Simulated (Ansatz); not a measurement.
## Nudged elastic band run: C3H6FN

input.yaml

```yaml
crystal:
  periodic: [false, false, false]
  atoms:
    - { symbol: C, position_ang: [-1.835369, 0.753239, -0.026821] }
    - { symbol: C, position_ang: [-0.507626, 0.654674, -0.12641] }
    - { symbol: F, position_ang: [0.272891, 1.728055, 0.130364] }
    - { symbol: "N", position_ang: [0.25417, -0.427865, -0.528328] }
    - { symbol: C, position_ang: [1.492609, -0.724586, 0.191243] }
    - { symbol: H, position_ang: [-2.469618, -0.110766, -0.183327] }
    - { symbol: H, position_ang: [-2.296147, 1.710679, 0.175421] }
    - { symbol: H, position_ang: [-0.321309, -1.24384, -0.699488] }
    - { symbol: H, position_ang: [2.008167, -1.539622, -0.32288] }
    - { symbol: H, position_ang: [1.330725, -1.01273, 1.241622] }
    - { symbol: H, position_ang: [2.136806, 0.155662, 0.169303] }
basis:
  gaussian: { orbitals: "6-31G*" }
hamiltonian:
  xc: b3lyp
  dispersion: d4
neb:
  order_check: false
  images: 7
  f_tol: 0.05
  max_iterations: 60
  final_atoms:
    - { symbol: C, position_ang: [-1.33306373, 0.81341294, 0.48115333] }
    - { symbol: C, position_ang: [-0.57649047, 0.61985914, -0.60282264] }
    - { symbol: F, position_ang: [-0.94270015, 1.14174713, -1.79546322] }
    - { symbol: "N", position_ang: [0.63032267, -0.03765531, -0.72637101] }
    - { symbol: C, position_ang: [1.10226317, -0.83696542, 0.39057371] }
    - { symbol: H, position_ang: [-1.07043282, 0.37660457, 1.43465882] }
    - { symbol: H, position_ang: [-2.2127565, 1.43917206, 0.41651609] }
    - { symbol: H, position_ang: [0.74654523, -0.4620835, -1.63945068] }
    - { symbol: H, position_ang: [2.04709969, -1.30948524, 0.11260642] }
    - { symbol: H, position_ang: [0.38713462, -1.61626207, 0.69841271] }
    - { symbol: H, position_ang: [1.28737727, -0.1854443, 1.25088548] }
  initial_path:
    images:
      - { positions_ang: [[-1.835369, 0.753239, -0.026821], [-0.507626, 0.654674, -0.12641], [0.272891, 1.728055, 0.130364], [0.25417, -0.427865, -0.528328], [1.492609, -0.724586, 0.191243], [-2.469618, -0.110766, -0.183327], [-2.296147, 1.710679, 0.175421], [-0.321309, -1.24384, -0.699488], [2.008167, -1.539622, -0.32288], [1.330725, -1.01273, 1.241622], [2.136806, 0.155662, 0.169303]] }
      - { positions_ang: [[-1.76545027, 0.73290634, 0.04377769], [-0.4965152, 0.68465295, -0.1941766], [0.16359132, 1.78893045, -0.12955801], [0.30668212, -0.38254537, -0.55555193], [1.44723594, -0.74581763, 0.21587587], [-2.34413264, -0.13751283, 0.03568752], [-2.27829034, 1.67827987, 0.21636521], [-0.21675785, -1.15310713, -0.86490435], [1.99665123, -1.53275858, -0.27683392], [1.17996326, -1.09851997, 1.20475811], [2.07232142, 0.10839189, 0.32525941]] }
      - { positions_ang: [[-1.69553153, 0.71257368, 0.11437637], [-0.4854044, 0.7146319, -0.26194319], [0.05429164, 1.8498059, -0.38948003], [0.35919424, -0.33722574, -0.58277587], [1.40186289, -0.76704925, 0.24050873], [-2.21864727, -0.16425965, 0.25470205], [-2.26043368, 1.64588074, 0.25730943], [-0.1122067, -1.06237427, -1.0303207], [1.98513545, -1.52589517, -0.23078783], [1.02920152, -1.18430994, 1.16789421], [2.00783685, 0.06112178, 0.48121583]] }
      - { positions_ang: [[-1.6256128, 0.69224103, 0.18497506], [-0.4742936, 0.74461086, -0.32970979], [-0.05500804, 1.91068135, -0.64940204], [0.41170635, -0.2919061, -0.6099998], [1.35648983, -0.78828088, 0.2651416], [-2.09316191, -0.19100648, 0.47371657], [-2.24257702, 1.61348161, 0.29825364], [-0.00765555, -0.9716414, -1.19573705], [1.97361968, -1.51903175, -0.18474175], [0.87843978, -1.27009991, 1.13103032], [1.94335227, 0.01385167, 0.63717224]] }
      - { positions_ang: [[-1.55569406, 0.67190837, 0.25557375], [-0.4631828, 0.77458981, -0.39747638], [-0.16430772, 1.9715568, -0.90932405], [0.46421847, -0.24658647, -0.63722374], [1.31111677, -0.8095125, 0.28977447], [-1.96767655, -0.2177533, 0.6927311], [-2.22472036, 1.58108248, 0.33919785], [0.0968956, -0.88090854, -1.36115341], [1.9621039, -1.51216833, -0.13869567], [0.72767804, -1.35588988, 1.09416643], [1.8788677, -0.03341843, 0.79312865]] }
      - { positions_ang: [[-1.50003648, 0.70728451, 0.31196864], [-0.49150971, 0.73590714, -0.44881295], [-0.35890582, 1.76410439, -1.13085884], [0.50574452, -0.19435368, -0.65951056], [1.25890337, -0.81637573, 0.31497428], [-1.74336562, -0.06916383, 0.87821303], [-2.2217294, 1.54560487, 0.35852741], [0.25930801, -0.77620228, -1.43072773], [1.98335285, -1.46149756, -0.07587015], [0.64254218, -1.42098292, 0.995228], [1.73099509, -0.0714249, 0.90756786]] }
      - { positions_ang: [[-1.4443789, 0.74266065, 0.36836354], [-0.51983663, 0.69722447, -0.50014951], [-0.55350393, 1.55665197, -1.35239363], [0.54727057, -0.14212089, -0.68179737], [1.20668997, -0.82323896, 0.34017409], [-1.51905468, 0.07942563, 1.06369496], [-2.21873843, 1.51012727, 0.37785697], [0.42172042, -0.67149602, -1.50030205], [2.0046018, -1.41082678, -0.01304462], [0.55740633, -1.48607597, 0.89628957], [1.58312249, -0.10943137, 1.02200707]] }
      - { positions_ang: [[-1.38872131, 0.77803679, 0.42475843], [-0.54816355, 0.6585418, -0.55148608], [-0.74810204, 1.34919955, -1.57392843], [0.58879662, -0.0898881, -0.70408419], [1.15447657, -0.83010219, 0.3653739], [-1.29474375, 0.2280151, 1.24917689], [-2.21574747, 1.47464966, 0.39718653], [0.58413283, -0.56678976, -1.56987636], [2.02585074, -1.36015601, 0.0497809], [0.47227047, -1.55116902, 0.79735114], [1.43524988, -0.14743784, 1.13644627]] }
      - { positions_ang: [[-1.33306373, 0.81341294, 0.48115333], [-0.57649047, 0.61985914, -0.60282264], [-0.94270015, 1.14174713, -1.79546322], [0.63032267, -0.03765531, -0.72637101], [1.10226317, -0.83696542, 0.39057371], [-1.07043282, 0.37660457, 1.43465882], [-2.2127565, 1.43917206, 0.41651609], [0.74654523, -0.4620835, -1.63945068], [2.04709969, -1.30948524, 0.11260642], [0.38713462, -1.61626207, 0.69841271], [1.28737727, -0.1854443, 1.25088548]] }
```

Run as:

```bash
$ ansatz run input.yaml --threads 1 --pin off --max-ram 2048MiB --backend cpu --events-out ev --progress --plain --runs-dir out
```

Output, in part (warnings, iteration lines, the closing report on the highest movable image, with atoms numbered from 0):

```
NEB end point (image 0): max|allowed force component| = 1.198e-2 eV/Å (the criterion of neb.relax_end_points is 1.000e-2)
NEB end point (image 8): max|allowed force component| = 6.830e-3 eV/Å (the criterion of neb.relax_end_points is 1.000e-2)
NEB iter   1: max|band force component| = 7.220e0 eV/Å  barrier→ = 1.5146 eV  barrier← = 1.5692 eV  Δτ_max = 0.1378 Å  (223 SCF iters)
NEB iter   2: max|band force component| = 2.113e0 eV/Å  barrier→ = 0.3687 eV  barrier← = 0.4233 eV  Δτ_max = 0.0895 Å  (196 SCF iters)
NEB iter   3: max|band force component| = 6.651e-1 eV/Å  barrier→ = 0.2961 eV  barrier← = 0.3507 eV  Δτ_max = 0.0729 Å  (198 SCF iters)
NEB iter   4: max|band force component| = 3.566e-1 eV/Å  barrier→ = 0.2788 eV  barrier← = 0.3335 eV  CI = image 4  Δτ_max = 0.0689 Å  (199 SCF iters)
NEB iter   5: max|band force component| = 2.056e-1 eV/Å  barrier→ = 0.2722 eV  barrier← = 0.3268 eV  CI = image 4  Δτ_max = 0.0333 Å  (200 SCF iters)
NEB iter   6: max|band force component| = 1.509e-1 eV/Å  barrier→ = 0.2690 eV  barrier← = 0.3236 eV  CI = image 4  Δτ_max = 0.0299 Å  (186 SCF iters)
NEB iter   7: max|band force component| = 6.184e-2 eV/Å  barrier→ = 0.2674 eV  barrier← = 0.3220 eV  CI = image 4  Δτ_max = 0.0057 Å  (185 SCF iters)
NEB iter   8: max|band force component| = 1.966e-2 eV/Å  barrier→ = 0.2672 eV  barrier← = 0.3218 eV  CI = image 4  Δτ_max = 0.0000 Å  (330 SCF iters)
Total energy: -7414.80502265 eV, -272.4890586470 hartree
Atom 0 at    -1.525128     0.670995     0.292265 Å, force    -0.014323    -0.004514     0.013114 eV/Å
Atom 1 at    -0.441003     0.788117    -0.468887 Å, force    -0.003866     0.016931    -0.011294 eV/Å
Atom 2 at    -0.142810     1.992322    -1.015853 Å, force     0.003167    -0.011064     0.001371 eV/Å
Atom 3 at     0.503424    -0.199602    -0.798833 Å, force     0.009061    -0.007564     0.002942 eV/Å
Atom 4 at     1.222689    -0.795790     0.328774 Å, force    -0.019501    -0.000434     0.008549 eV/Å
Atom 5 at    -1.777567    -0.284160     0.738383 Å, force    -0.000623     0.000271     0.000182 eV/Å
Atom 6 at    -2.171050     1.519028     0.488928 Å, force     0.009205    -0.002421    -0.005382 eV/Å
Atom 7 at     0.100575    -0.911951    -1.400138 Å, force    -0.003601     0.007791     0.001551 eV/Å
Atom 8 at     1.963495    -1.500713    -0.060100 Å, force     0.011825    -0.005876    -0.004221 eV/Å
Atom 9 at     0.577170    -1.327025     1.047325 Å, force     0.005888     0.003000    -0.008241 eV/Å
Atom 10 at     1.755503    -0.008320     0.868835 Å, force     0.002768     0.003880     0.001430 eV/Å
Dipole moment:    -0.078507    -0.456875     0.162230 e Å
```

The run converged. A vibrational analysis at the climbing image gives one clearly imaginary mode, 151i cm⁻¹: a first-order saddle point.

Final band (atoms are numbered from 1 in the order of the input):

```
image  path coordinate (Å)  energy (eV)  dihedral C1–C2–N4–H8 (°)
    0                 0.00        0.000                        -4
    1                 0.63        0.027                         9
    2                 1.25        0.111                        25
    3                 1.88        0.215                        44
    4                 2.51        0.267                        68
    5                 3.07        0.214                        95
    6                 3.64        0.091                       118
    7                 4.21       -0.016                       136
    8                 4.77       -0.055                       149
```

Time of the run: 3.3 min on 1 thread of Arm Neoverse V2, on a shared host, peak memory 0.17 GiB.
